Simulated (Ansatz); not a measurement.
Relaxation of CH$_{9}$PSi (12 atoms, charge 0, multiplicity 1), to a largest force component of 0.03 eV/Å in at most 50 steps.

The calculation used Ansatz 0.2.0, RKS B3LYP-D4/def2-SVP.

```xyz
12
Properties=species:S:1:pos:R:3:forces:R:3
Si -0.579 0.215 -0.233 0.72 -0.19 -0.97
C 0.078 -0.175 2.763 -0.04 -0.04 0.56
H 0.111 -0.525 3.807 0.01 0.01 -0.06
H 0.680 -0.847 2.138 -0.03 0.01 0.04
H 0.482 0.847 2.713 -0.04 -0.08 0.00
H 0.502 1.058 0.334 0.00 0.00 0.01
H -0.629 0.521 -1.696 -0.01 0.01 0.00
H -0.241 -1.227 -0.088 0.02 -0.01 0.00
P -2.559 0.780 0.580 -0.96 0.25 0.29
H -3.274 0.356 -0.583 0.01 0.01 0.01
H -2.810 -0.439 1.283 0.02 0.04 -0.04
H -0.977 -0.180 2.439 0.31 -0.03 0.15
```

Q: Where does it end, and by what steps?

A: The forces met the threshold. The force dipped under the threshold on the way, but the program's further checks kept it going. After 19 steps the energy has fallen by 0.250 eV; H12 moved furthest, 1.23 Å.

```csv
step,energy less start (eV),largest force component (eV/Å),accepted
0,0.0000,0.967,yes
1,-0.1781,0.215,yes
2,-0.2063,0.153,yes
3,-0.2138,0.152,yes
4,-0.2277,0.098,yes
5,-0.2311,0.214,yes
6,-0.2378,0.062,yes
7,-0.2419,0.063,yes
8,-0.2275,0.587,no
9,-0.2056,0.554,no
10,-0.2436,0.023,yes
11,-0.2437,0.141,yes
12,-0.2453,0.032,yes
13,-0.2465,0.063,yes
14,-0.2466,0.211,yes
15,-0.2483,0.066,yes
16,-0.2491,0.006,yes
17,-0.2495,0.080,yes
18,-0.2495,0.060,yes
19,-0.2501,0.029,yes
```

```xyz
12
Properties=species:S:1:pos:R:3
Si -0.561 0.319 -0.682
C -0.012 -0.310 3.151
H 0.792 -0.454 3.887
H 0.144 -0.993 2.304
H 0.003 0.730 2.793
H 0.504 1.125 -0.020
H -0.578 0.649 -2.137
H -0.240 -1.130 -0.521
P -2.578 0.926 0.189
H -3.287 -0.105 -0.504
H -2.420 0.147 1.376
H -0.983 -0.521 3.621
```

The run took 32 s on 2 threads of Arm Neoverse V2, on a shared host, peak memory 0.18 GiB.
